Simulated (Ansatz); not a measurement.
## BFH₂ (charge -1), SMILES [BH2-]F: a ladder of basis sets

Run with Ansatz 0.2.0 through its Python package.

The script reads `bfh2.xyz`:
```text
4

B    -0.07930    0.00800    0.31570
F     1.30490   -0.17000   -0.09160
H    -0.48670    1.04530   -0.10480
H    -0.73890   -0.88330   -0.11940
```

The script, `basis_bfh2.py`:
```python
"""How the energy of BFH2(-) converges with the basis."""

import ansatz as az

molecule = az.Crystal.molecule_from_extxyz("bfh2.xyz")

base = molecule.calculation()
base = base.correlation("MP2").charge(-1)
base = base.spin("collinear", total=1)

energies = {}
for basis in ["cc-pVDZ", "cc-pVTZ"]:
    r = base.basis(gaussian=basis).run(threads=1, backend="cpu").report
    size = r["n_frozen"] + r["n_occupied"][0] + r["n_virtual"][0]
    energies[basis] = (r["reference_energy_ev"] / 27.211386246, r["free_energy_ev"] / 27.211386246)
    print(f"{basis:14s} {size:4d} orbitals  reference {energies[basis][0]:14.6f} Ha  total {energies[basis][1]:14.6f} Ha")

# correlation energy at the basis limit from E(X) = E + A / X^3
small, large = (energies[b][1] - energies[b][0] for b in ("cc-pVDZ", "cc-pVTZ"))
limit = (3 ** 3 * large - 2 ** 3 * small) / (3 ** 3 - 2 ** 3)
print(f"correlation energy: {small:.6f} and {large:.6f} Ha, extrapolated {limit:.6f} Ha")
print(f"share caught by the larger set: {100 * large / limit:.1f} %")
```

```console
$ python basis_bfh2.py
cc-pVDZ          38 orbitals  reference    -125.258931 Ha  total    -125.541766 Ha
cc-pVTZ          88 orbitals  reference    -125.311217 Ha  total    -125.684697 Ha
correlation energy: -0.282835 and -0.373479 Ha, extrapolated -0.411645 Ha
share caught by the larger set: 90.7 %
```

Against cc-pVDZ: cc-pVTZ -142.9 mHa. The last step alone is -142.93 mHa.

Reading the output:
- The drop along the ladder measures the basis error, and is no property of the molecule.
- The geometry is a force-field or estimated start, not a minimum of this method, and the last set is no limit. Much of the fall in a total is atomic energy, which cancels in bond and reaction energies.
- The run takes the species as open-shell (spin multiplicity 2), which needn't be its ground state.
- Inner cores stay frozen, so this is valence correlation.
- An extrapolation from small basis sets is rough.
- Anions want diffuse functions, which this basis lacks.
- It ran for 1 s on 1 thread of AMD EPYC 7B13 (Zen 3) (shared host), peak memory 0.17 GiB.
